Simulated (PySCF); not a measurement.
**Variants of one PySCF input: MgCl⁻**

Base input, run as `OMP_NUM_THREADS=1 python input.py` with PySCF 2.14:

```python
from pyscf import gto, dft

mol = gto.M(
    atom='Mg 0 0 0; Cl 0 0 2.593',
    basis='6-311g**',
    charge=-1,
    spin=0,
    verbose=4,
)
mf = dft.RKS(mol, xc='m062x')
mf.kernel()
mf.dip_moment()
print('orbital energies (hartree):', mf.mo_energy[..., max(0, mol.nelec[1]-3):mol.nelec[0]+3].round(4))
```

Base result: E(SCF) = -660.356403 Eh, 9 cycles. The basis has no diffuse functions, which an anion needs. Stability towards an unrestricted solution was not tested. The bond length is a typed value, not an optimised one. The dipole of an ion depends on the origin.

Hardware: Intel Xeon Platinum 8259CL @ 2.50GHz, 1 thread, shared host. Wall time 3.4 s, peak memory 0.2 GiB.

Each row names what differs from the base; energies in brackets are changes from the base.

| change | result | wall time (s) |
| --- | --- | --- |
| step after the SCF: none → stability | E(SCF) = -660.356403 Eh (+0.0000 eV), 9 cycles, internal stable; real -> complex stable; RHF/RKS -> UHF/UKS stable | 15 |
| step after the SCF: none → eomee; SCF type: RKS → RHF; functional: m062x → none (Hartree–Fock); frozen orbitals: default → 6; number of roots: default → 4 | E(SCF) = -659.206548 Eh, 9 cycles, E(CCSD) − E(SCF) = -0.30095 Eh, excitation roots 1.830, 1.830, 1.830, 1.830 eV | 5.3 |
| basis set: 6-311g** → jorge-dzp-dkh; spin-free X2C: off → on [no diffuse functions for the anion] | E(SCF) = -662.099720 Eh, 9 cycles | 3.1 |
| geometry: bond 2.593 → bond 2.775 | E(SCF) = -660.352657 Eh (+0.1019 eV), 9 cycles | 3 |
| initial guess: minao → vsap | E(SCF) = -660.356403 Eh (+0.0000 eV), 9 cycles | 3.1 |
| step after the SCF: none → optimize | E(SCF) = -660.356403 Eh (+0.0000 eV), 9 cycles, all at the start geometry; optimised bond 2.436 Å with E = -660.357852 Eh after 7 steps | 21 |
| basis set: 6-311g** → pcseg-1 [no diffuse functions for the anion] | E(SCF) = -660.311227 Eh (+1.2293 eV), 8 cycles | 2.5 |
| step after the SCF: none → cisd; SCF type: RKS → RHF; functional: m062x → none (Hartree–Fock); frozen orbitals: default → 6 | E(SCF) = -659.206548 Eh, 9 cycles, E(CISD) − E(SCF) = -0.27551 Eh | 1.5 |
| basis set: 6-311g** → pcseg-2 [no diffuse functions for the anion] | E(SCF) = -660.370881 Eh (-0.3940 eV), 9 cycles | 3.9 |
| charge: -1 → 1; SCF type: RKS → UKS [another spin of the ion may lie lower] | E(SCF) = -659.970745 Eh (+10.4943 eV), 9 cycles | 4.4 |
| basis set: 6-311g** → cc-pvdz-dk; spin-free X2C: off → on [no diffuse functions for the anion] | E(SCF) = -662.079016 Eh, 9 cycles | 2.9 |
| charge: -1 → -2; spin (2S): 0 → 1; SCF type: RKS → UKS [another spin of the ion may lie lower] [no diffuse functions for the anion] | E(SCF) = -660.185676 Eh (+4.6457 eV), 11 cycles, ⟨S²⟩ = 0.755 | 5.5 |
| basis set: 6-311g** → jorge-dzp [no diffuse functions for the anion] | E(SCF) = -660.358744 Eh (-0.0637 eV), 9 cycles | 3.1 |
| step after the SCF: none → ccsd; SCF type: RKS → RHF; functional: m062x → none (Hartree–Fock); frozen orbitals: default → 6 | E(SCF) = -659.206548 Eh, 9 cycles, E(CCSD) − E(SCF) = -0.30095 Eh | 2.1 |
| functional: m062x → camb3lyp | E(SCF) = -660.407578 Eh, 9 cycles | 3.5 |
| geometry: bond 2.593 → bond 2.515 | E(SCF) = -660.357439 Eh (-0.0282 eV), 9 cycles | 2.9 |
| geometry: bond 2.593 → bond 2.671 | E(SCF) = -660.354953 Eh (+0.0395 eV), 9 cycles | 3 |
| basis set: 6-311g** → x2c-svpall; spin-free X2C: off → on [no diffuse functions for the anion] | E(SCF) = -661.852924 Eh, 9 cycles | 3.1 |
| functional: m062x → mn15l | E(SCF) = -660.290811 Eh, 9 cycles | 3.1 |
| basis set: 6-311g** → aug-cc-pvdz | E(SCF) = -660.348180 Eh (+0.2238 eV), 9 cycles | 3.5 |

Problem. Order these changes by how far they move the SCF energy from the base, largest first: (1) geometry: bond 2.593 → bond 2.515; (2) geometry: bond 2.593 → bond 2.671; (3) geometry: bond 2.593 → bond 2.775; (4) initial guess: minao → vsap.

Solution. (3) +0.1019 eV, (2) +0.0395 eV, (1) -0.0282 eV, (4) +0.0000 eV.
